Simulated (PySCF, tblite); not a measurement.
**C3H6 (triplet): geometry, infrared bands and EPR parameters**

Wanted: the infrared bands and EPR parameters of C3H6 (triplet) (`C[C]C`), by calculation.

Programs: tblite 0.8.0 and PySCF 2.14.0, with density-fitted response routines of our own. Each step states its level of theory. These are calculated values for one molecule in the gas phase, unless marked as measured. Atoms are numbered from 0 throughout.

**1. Starting geometry**

9 atoms, charge 0, multiplicity 3; geometry from: force field or distance geometry start.

Bonds of the start (Å): C0–C1 1.52, C1–C2 1.52, C0–H3 1.08, C0–H4 1.11, C0–H5 1.10, C2–H6 1.09, C2–H7 1.10, C2–H8 1.11.

**2. Relaxing the molecule with GFN2-xTB**

Job settings and geometry (Å):

```
{"job": {"kind": "relax", "xc": "GFN2-xTB", "basis": "xTB"}, "charge": 0, "multiplicity": 3}
C     -1.221300    -0.198400     0.026600
C     -0.006500    -0.360700    -0.868800
C      1.216500     0.152600    -0.118500
H     -1.351900    -1.110900     0.594000
H     -2.073900     0.018000    -0.648100
H     -1.100000     0.665800     0.693100
H      1.895400    -0.669400     0.098300
H      1.765700     0.939800    -0.661300
H      0.889600     0.569100     0.859500
```

On the command line:

```
$ OMP_NUM_THREADS=1 python probes_run.py task.json out
```

This one command runs all jobs of the session in turn.

**Question.** This job is followed by: GFN2-xTB harmonic vibrations, gas phase; UKS B3LYP, pcH-1 on C H, non-relativistic, mean-field spin-orbit, GIAO. Predict these results of the whole session: strongest single infrared mode (GFN2-xTB); zero-point energy (GFN2-xTB); D, E (B3LYP); g(iso) (B3LYP); ⟨S²⟩; largest a(iso) (averaged by class); surface potential, 1st and 99th percentile.

The runs gave:

```
                                 quantity                 value
strongest single infrared mode (GFN2-xTB)  2819 cm⁻¹, 99 km/mol
             zero-point energy (GFN2-xTB)         46.5 kcal/mol
                             D, E (B3LYP)     0.708, 0.053 cm⁻¹
                           g(iso) (B3LYP)               2.00239
                                     ⟨S²⟩    2.007 (exact 2.00)
       largest a(iso) (averaged by class)  13C on C1, 234.5 MHz
    surface potential, 1st and 99th percentile    -0.72 V and 0.61 V
```

**Reading.** Over 69 steps the energy fell by 0.607 eV; of the close pairs, C1–C2 changed most, 1.524 to 1.452 Å. No mode is imaginary among the 21: a minimum at this level. The strongest single mode, at 2819 cm⁻¹, has its largest shares on H5, H3, H6 and H8 (the list is cut at 4 atoms). Unscaled tight-binding wavenumbers are off by several per cent, some by more. Its intensities can rank the bands wrongly. Most of the unpaired spin sits on C1 (1.87 e). The isotropic g lies 0.1 ppt above the free-electron value. The triplet studied here may not be the ground state; the singlet was not compared.
